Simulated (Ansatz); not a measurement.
The input, for Ansatz 0.2.0:

```yaml
crystal:
  periodic: [false, false, false]
  atoms:
    - {symbol: O, position_ang: [0.000000, 0.000000, 0.357464]}
    - {symbol: Mg, position_ang: [0.000000, 0.000000, -1.953704]}
    - {symbol: H, position_ang: [0.000000, 0.000000, 1.596239]}
basis:
  gaussian: {orbitals: 6-31G}
magnetization: {spin_polarized: false, initial_magnetization: 1}
correlation: {method: fic_nevpt4_sd, electrons: valence, active_space: {window: {electrons: 1, orbitals: 3}}}
accuracy: high
scf: {lower_state_search: off}
```

```sh
$ ansatz run in.yaml --threads 1 --pin off --events-out ev --progress --plain --max-ram 2393MiB
```

The program prints:

```
these checks for a lower state are left out or cut short: stability, starts, cluster_reference, orbital_swaps, neighbouring_geometries, increment
461 factors; integrals over basis functions are off by at most 3.4e-9 eV
mean field evaluation 1: about -7476.5253 eV, gradient 4.3e1 eV
mean field evaluation 2: about -7476.5296 eV, gradient 4.3e1 eV
mean field evaluation 4: about -7480.3976 eV, gradient 1.7e1 eV
mean field evaluation 8: about -7481.2158 eV, gradient 4.2e-1 eV
mean field evaluation 16: about -7481.2185 eV, gradient 1.9e-6 eV
mean field -7481.21851144 eV, -274.9297093435 hartree, gradient 4.5e-8 eV, S^2 0.750000; 0 other end points of the search recorded, 0 dependent functions left out
reference -7481.21851144 eV, -274.9297093435 hartree; 11, 10 occupied and 13, 14 virtual orbitals, 461 factors
state -7481.21851144 eV, -274.9297093435 hartree
state -7481.21851144 eV, -274.9297093435 hartree; corrected -7485.47559971 eV, -275.0861544517 hartree
WARN: 2 active orbitals are nearly empty or full. The corrections depend on them more than the energy does, and are more stable in an active space without them
Total energy: -7485.47559971 eV, -275.0861544517 hartree
Checks for a lower state left out: stability, starts, cluster_reference, orbital_swaps, neighbouring_geometries, increment
```

Ran on 1 thread of Arm Neoverse V1, shared host: 0.57 s wall, 0.15 GiB peak host memory.
